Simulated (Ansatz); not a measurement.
Ansatz (a quantum-chemistry and plane-wave program) input (CCSD(T)/aug-cc-pVDZ):

Ansatz 0.2 input:
```yaml
crystal:
  periodic: [false, false, false]
  atoms:
    - {symbol: C, position_ang: [1.20020217, -0.64852839, -0.06147178]}
    - {symbol: C, position_ang: [1.12101811, 0.73030303, 0.06237514]}
    - {symbol: N, position_ang: [-0.10174689, 1.27932074, 0.11498717]}
    - {symbol: C, position_ang: [-1.22243236, 0.54483512, 0.05223609]}
    - {symbol: C, position_ang: [-1.08267534, -0.82920237, -0.07134876]}
    - {symbol: N, position_ang: [0.11220183, -1.41077656, -0.12680260]}
    - {symbol: H, position_ang: [2.16444883, -1.13843558, -0.10806792]}
    - {symbol: H, position_ang: [1.97500638, 1.38923023, 0.11909019]}
    - {symbol: H, position_ang: [-0.18200212, 2.28841470, 0.20568597]}
    - {symbol: H, position_ang: [-2.16989312, 1.06119007, 0.10115707]}
    - {symbol: H, position_ang: [-1.95742007, -1.46465303, -0.12590139]}
basis:
  gaussian:
    orbitals: aug-cc-pVDZ
total_charge: 1
magnetization: {spin_polarized: false}
correlation: {method: ccsd_t, electrons: outside_noble_gas}
output: {forces: true}
```

End of the output:

```
second order -23.37170806 eV of doubles, -0.00000000 eV of singles
coupled cluster: 4.81 GiB planned
cycle   1  -23.27345509 eV  change    9.8e-2 eV  update   1.2e-1
cycle   2  -23.95645365 eV  change   -6.8e-1 eV  update   3.7e-2
cycle   3  -24.11279479 eV  change   -1.6e-1 eV  update   1.7e-2
cycle   4  -24.10899905 eV  change    3.8e-3 eV  update   4.8e-3
cycle   5  -24.11113858 eV  change   -2.1e-3 eV  update   2.2e-3
cycle   6  -24.11153802 eV  change   -4.0e-4 eV  update   6.1e-4
cycle   7  -24.11117033 eV  change    3.7e-4 eV  update   2.6e-4
cycle   8  -24.11113064 eV  change    4.0e-5 eV  update   8.6e-5
cycle   9  -24.11114207 eV  change   -1.1e-5 eV  update   3.2e-5
cycle  10  -24.11113122 eV  change    1.1e-5 eV  update   1.1e-5
cycle  11  -24.11112835 eV  change    2.9e-6 eV  update   3.7e-6
coupled cluster: 4.81 GiB planned
perturbative correction -1.13589054 eV, -0.0417432073 hartree
the calculation of the forces begins
0.88 GiB of device memory are held for the factors and their scratch space
Total energy: -7183.62580377 eV, -263.9933790520 hartree
Atom 0 at     1.200202    -0.648528    -0.061472 Å, force     0.544147    -0.158813    -0.015746 eV/Å
Atom 1 at     1.121018     0.730303     0.062375 Å, force     0.439471     0.426151     0.036992 eV/Å
Atom 2 at    -0.101747     1.279321     0.114987 Å, force    -0.043112     0.542078     0.048723 eV/Å
Atom 3 at    -1.222432     0.544835     0.052236 Å, force    -0.501334     0.351693     0.032922 eV/Å
Atom 4 at    -1.082675    -0.829202    -0.071349 Å, force    -0.512236    -0.242418    -0.020317 eV/Å
Atom 5 at     0.112202    -1.410777    -0.126803 Å, force     0.107009    -1.345488    -0.120934 eV/Å
Atom 6 at     2.164449    -1.138436    -0.108068 Å, force     0.413380    -0.202974    -0.019344 eV/Å
Atom 7 at     1.975006     1.389230     0.119090 Å, force     0.383127     0.315676     0.027243 eV/Å
Atom 8 at    -0.182002     2.288415     0.205686 Å, force    -0.026094     0.328089     0.029489 eV/Å
Atom 9 at    -2.169893     1.061190     0.101157 Å, force    -0.428233     0.251463     0.023732 eV/Å
Atom 10 at    -1.957420    -1.464653    -0.125901 Å, force    -0.376125    -0.265458    -0.022760 eV/Å
Dipole moment:    -0.073153     0.919795     0.082673 e Å
```

It need not be the lowest isomer of its formula.
